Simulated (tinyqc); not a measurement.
UHF in the sto-3g basis, for H2O, spin multiplicity 3, step by step. One step of it, computed by the program tinyqc.

Question. Iteration 36 (converged): orbitals. Diagonalise F' = X^T F X, C = X C', fill 6 alpha and 4 beta electrons from the bottom; D(s) = C_occ C_occ^T. Each column has its largest component positive (the first on a tie).

converged F(alpha) (hartree):
```
             1O 1s      1O 2s     1O 2px     1O 2py     1O 2pz      2H 1s      3H 1s
1O 1s   -20.411388  -5.209029   0.000000   0.000000  -0.007903  -0.716476  -0.716476
1O 2s    -5.209029  -2.586845   0.000000   0.000000  -0.081643  -0.708724  -0.708724
1O 2px    0.000000   0.000000  -0.605591   0.000000   0.000000   0.000000   0.000000
1O 2py    0.000000   0.000000   0.000000  -0.296154   0.000000  -0.366223   0.366223
1O 2pz   -0.007903  -0.081643   0.000000   0.000000  -0.556556  -0.211033  -0.211033
2H 1s    -0.716476  -0.708724   0.000000  -0.366223  -0.211033  -0.484036  -0.213919
3H 1s    -0.716476  -0.708724   0.000000   0.366223  -0.211033  -0.213919  -0.484036
```

converged F(beta) (hartree):
```
             1O 1s      1O 2s    1O 2px     1O 2py     1O 2pz      2H 1s      3H 1s
1O 1s   -20.371339  -5.171120  0.000000   0.000000  -0.006834  -0.710046  -0.710046
1O 2s    -5.171120  -2.362915  0.000000   0.000000   0.014142  -0.678294  -0.678294
1O 2px    0.000000   0.000000  0.294840   0.000000   0.000000   0.000000   0.000000
1O 2py    0.000000   0.000000  0.000000  -0.382591   0.000000  -0.340027   0.340027
1O 2pz   -0.006834   0.014142  0.000000   0.000000  -0.363499  -0.238652  -0.238652
2H 1s    -0.710046  -0.678294  0.000000  -0.340027  -0.238652  -0.174525  -0.161390
3H 1s    -0.710046  -0.678294  0.000000   0.340027  -0.238652  -0.161390  -0.174525
```

X:
```
            1O 1s      1O 2s    1O 2px     1O 2py     1O 2pz      2H 1s      3H 1s
1O 1s    1.023359  -0.134129  0.000000   0.000000  -0.005509   0.017532   0.017532
1O 2s   -0.134129   1.126204  0.000000   0.000000   0.050432  -0.193203  -0.193203
1O 2px   0.000000   0.000000  1.000000   0.000000   0.000000   0.000000   0.000000
1O 2py   0.000000   0.000000  0.000000   1.064069   0.000000  -0.159592   0.159592
1O 2pz  -0.005509   0.050432  0.000000   0.000000   1.024390  -0.093802  -0.093802
2H 1s    0.017532  -0.193203  0.000000  -0.159592  -0.093802   1.098343  -0.041979
3H 1s    0.017532  -0.193203  0.000000   0.159592  -0.093802  -0.041979   1.098343
```

Give: F' = X^T F X; orbital energies; coefficients C; F' = X^T F X; orbital energies; coefficients C; D(alpha) after iteration 36; D(beta) after iteration 36.

Answer.

F' = X^T F X (alpha) (hartree):
```
         1       2       3       4       5       6       7
1  -20.038  -2.678   0.000   0.000  -0.021  -0.073  -0.073
2   -2.678  -1.586   0.000   0.000  -0.012  -0.281  -0.281
3    0.000   0.000  -0.606   0.000   0.000   0.000   0.000
4    0.000   0.000   0.000  -0.100   0.000  -0.364   0.364
5   -0.021  -0.012   0.000   0.000  -0.516  -0.133  -0.133
6   -0.073  -0.281   0.000  -0.364  -0.133  -0.210  -0.110
7   -0.073  -0.281   0.000   0.364  -0.133  -0.110  -0.210
```

orbital energies (alpha) (hartree): MO1 -20.420, MO2 -1.352, MO3 -0.614, MO4 -0.606, MO5 -0.583, MO6 -0.105, MO7 0.414

coefficients C (alpha):
```
           MO1     MO2     MO3    MO4     MO5     MO6     MO7
1O 1s    0.994  -0.252   0.000  0.000   0.060   0.100   0.000
1O 2s    0.024   0.961   0.000  0.000  -0.294  -0.595   0.000
1O 2px   0.000   0.000   0.000  1.000   0.000   0.000   0.000
1O 2py   0.000   0.000   0.593  0.000   0.000   0.000   0.912
1O 2pz   0.002   0.092   0.000  0.000   0.882  -0.532   0.000
2H 1s   -0.004   0.079   0.457  0.000   0.208   0.745  -0.683
3H 1s   -0.004   0.079  -0.457  0.000   0.208   0.745   0.683
```

F' = X^T F X (beta) (hartree):
```
         1       2      3       4       5       6       7
1  -20.002  -2.677  0.000   0.000  -0.036  -0.063  -0.063
2   -2.677  -1.299  0.000   0.000   0.138  -0.379  -0.379
3    0.000   0.000  0.295   0.000   0.000   0.000   0.000
4    0.000   0.000  0.000  -0.203   0.000  -0.363   0.363
5   -0.036   0.138  0.000   0.000  -0.286  -0.237  -0.237
6   -0.063  -0.379  0.000  -0.363  -0.237   0.154  -0.057
7   -0.063  -0.379  0.000   0.363  -0.237  -0.057   0.154
```

orbital energies (beta) (hartree): MO1 -20.379, MO2 -1.141, MO3 -0.549, MO4 -0.457, MO5 0.295, MO6 0.486, MO7 0.557

coefficients C (beta):
```
           MO1     MO2     MO3     MO4    MO5     MO6     MO7
1O 1s    0.995  -0.247   0.000   0.045  0.000   0.113   0.000
1O 2s    0.022   0.941   0.000  -0.246  0.000  -0.646   0.000
1O 2px   0.000   0.000   0.000   0.000  1.000   0.000   0.000
1O 2py   0.000   0.000   0.756   0.000  0.000   0.000   0.782
1O 2pz   0.002  -0.007   0.000   0.867  0.000  -0.564   0.000
2H 1s   -0.004   0.109   0.319   0.240  0.000   0.731  -0.758
3H 1s   -0.004   0.109  -0.319   0.240  0.000   0.731   0.758
```

D(alpha) after iteration 36:
```
         1O 1s   1O 2s  1O 2px  1O 2py  1O 2pz   2H 1s   3H 1s
1O 1s    1.066  -0.295   0.000   0.000  -0.021   0.063   0.063
1O 2s   -0.295   1.364   0.000   0.000   0.145  -0.429  -0.429
1O 2px   0.000   0.000   1.000   0.000   0.000   0.000   0.000
1O 2py   0.000   0.000   0.000   0.352   0.000   0.271  -0.271
1O 2pz  -0.021   0.145   0.000   0.000   1.070  -0.205  -0.205
2H 1s    0.063  -0.429   0.000   0.271  -0.205   0.813   0.395
3H 1s    0.063  -0.429   0.000  -0.271  -0.205   0.395   0.813
```

D(beta) after iteration 36:
```
         1O 1s   1O 2s  1O 2px  1O 2py  1O 2pz   2H 1s   3H 1s
1O 1s    1.053  -0.222   0.000   0.000   0.043  -0.020  -0.020
1O 2s   -0.222   0.946   0.000   0.000  -0.219   0.044   0.044
1O 2px   0.000   0.000   0.000   0.000   0.000   0.000   0.000
1O 2py   0.000   0.000   0.000   0.571   0.000   0.241  -0.241
1O 2pz   0.043  -0.219   0.000   0.000   0.751   0.208   0.208
2H 1s   -0.020   0.044   0.000   0.241   0.208   0.171  -0.032
3H 1s   -0.020   0.044   0.000  -0.241   0.208  -0.032   0.171
```
